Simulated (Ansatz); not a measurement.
**Structure relaxation of Cu**

Computed with DFT r2SCAN, scalar-relativistic, plane waves, PAW (Ansatz). Cutoff 500 eV, Γ-centred k mesh, Gaussian smearing, no spin polarisation in the final step.

The start puts Cu on the omega structure type (P6/mmm, No. 191), at a guessed volume.

```yaml
crystal:
  lattice:
    - [4.21994, 0.00000, 0.00000]
    - [-2.10997, 3.65458, 0.00000]
    - [0.00000, 0.00000, 2.58701]
  atoms:
    - { symbol: Cu, position: [0.00000, 0.00000, 0.00000] }
    - { symbol: Cu, position: [0.33333, 0.66667, 0.50000] }
    - { symbol: Cu, position: [0.66667, 0.33333, 0.50000] }
```

Cell and atoms relax at zero pressure; the relaxation can't lower the symmetry of the start. After a coarse first stage the cell is made exact in the group found at 0.06 Å.

Energies count from the standard state of Cu at the same level.

Problem. Which crystal results?

Solution. It keeps P6/mmm (No. 191). The result has the omega structure. Conventional cell: a = 4.067 Å, c = 2.437 Å. Cu on Wyckoff site a (1 atom of the primitive cell) has 2 Cu at 2.44 Å and 12 Cu at 2.65 Å; Cu on Wyckoff site d (2 atoms of the primitive cell) is coordinated by 5 Cu at 2.35–2.44 Å and 6 Cu at 2.65 Å.

```
Cu
1.0
     4.06720    0.00000    0.00000
    -2.03360    3.52230    0.00000
     0.00000    0.00000    2.43724
Cu
3
Direct
  0.00000 0.00000 0.00000
  0.33333 0.66667 0.50000
  0.66667 0.33333 0.50000
```

Problem. What are its volume, energy, density and gap?

Solution. The volume per atom is 11.64 Å³. The density is 9.07 g/cm³, the energy over the standard structure is 0.08 eV/atom and the gap on the 15×15×18 mesh is 0 eV (a metal).

The final run used a 15×15×18 mesh on its 3-atom cell and 0.10 eV smearing. For metals, differences of a few meV/atom aren't resolved. A structure relaxed within its symmetry needn't be a true minimum.